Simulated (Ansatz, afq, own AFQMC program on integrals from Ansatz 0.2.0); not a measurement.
AFQMC on a folder of integrals that Ansatz 0.2.0 wrote.

```yaml
crystal:
  periodic: [false, false, false]
  atoms:
    - {symbol: Ga, position_ang: [0.000000, 0.000000, 0.000000]}
basis:
  gaussian: {orbitals: cc-pVQZ}
magnetization: {spin_polarized: true, initial_magnetization: 1}
correlation: {method: ccsd_t, electrons: outside_noble_gas, hamiltonian_folder: ham}
```

```sh
$ ansatz run in.yaml --threads 1 --pin off --events-out ev --progress --plain --max-ram 16896MiB --backend cuda --devices 0, --max-vram 18GiB
```

Options of the walk:

```
--method phaseless --trial cisd --walkers 4000 --populations 20 --least-time 60 --time-step 0.005 --steps-per-block 50 --equilibration-blocks 28 --max-blocks 4000 --target-error 7e-05 --factor-cut 1e-05 --start spin_pure --seed 6210 --release-times 0.24,0.5,1,1.5 --release-step 0.02 --release-every 3 --taylor-order 6
```

Times are imaginary, in 1/Eh. The walk had a cap of 166 s. With eight or more populations the least sampling time is a fifth of least-time, and the error comes from their spread. Filled inner d shells are frozen with the cores.

Log:

```
orbitals 54  electrons 2 1  factors 406 of 437
reference energy -1923.26422142 Eh
CCSD correlation -0.04824640 Eh in 9 cycles, weight of the determinant in the CISD state 0.9439
energy of the start -1923.312448 Eh
 block  time / (1/Eh)  mean weight  energy / Eh
     1     0.250  1.0000  -1923.312509
     2     0.500  0.9999  -1923.312636
     3     0.750  0.9999  -1923.312771
     4     1.000  1.0001  -1923.312902
     5     1.250  0.9999  -1923.313008
    10     2.500  0.9999  -1923.313433
    15     3.750  1.0001  -1923.313589
    20     5.000  1.0001  -1923.313542
    25     6.250  0.9999  -1923.313591
    30     7.500  1.0000  -1923.313539
    35     8.750  0.9999  -1923.313683
    40    10.000  1.0000  -1923.313587
    45    11.250  1.0001  -1923.313590
    50    12.500  0.9999  -1923.313508
    52    13.000  0.9998  -1923.313504
    55    13.750  1.0000  -1923.313639
    60    15.000  1.0000  -1923.313574
    65    16.250  0.9999  -1923.313558
    68    17.000  0.9999  -1923.314127
    70    17.500  1.0002  -1923.313619
    75    18.750  1.0001  -1923.313645
    78    19.500  1.0001  -1923.313512
error from the spread of 20 populations
released: time / (1/Eh)  energy / Eh  error  mean overlap
  0.24  -1923.313627  0.000021  1.0001
  0.50  -1923.313662  0.000019  0.9996
  1.00  -1923.313695  0.000016  0.9989
  1.50  -1923.311520  0.002228  0.9966
energy -1923.313615 +/- 0.000022 Eh
(rows thinned)
```

The run passed its tests (sampling time, drift between the halves within three errors, error under three times the target), which doesn't prove that it has relaxed.

Against this walk (error 0.6 meV) on the same determinant: CCSD(T) 4.4 meV higher, full CI 3.9 meV lower. The error is statistical and leaves out the bias of the constraint. Released to 1.00 1/Eh the energy lies 2.2 ± 0.7 meV (both errors) below the phaseless value, which shows part or all of the bias of the constraint, and full CI lies 1.7 meV below the released value.

Cautions: constraint bias not in the error; no relativity below Rb; no spin-orbit coupling; inner d shell frozen.

The walk took 57 s on 1 × NVIDIA H100 80GB HBM3 with 2 threads of AMD EPYC 7R13 Processor (Zen 3), with other jobs on the host (the card was shared). The log's last line is the phaseless energy.

A walk keeps the symmetry of its determinant, which the program's search chose and which needn't be the lowest solution, so a lower state of the same spin and another symmetry isn't excluded.
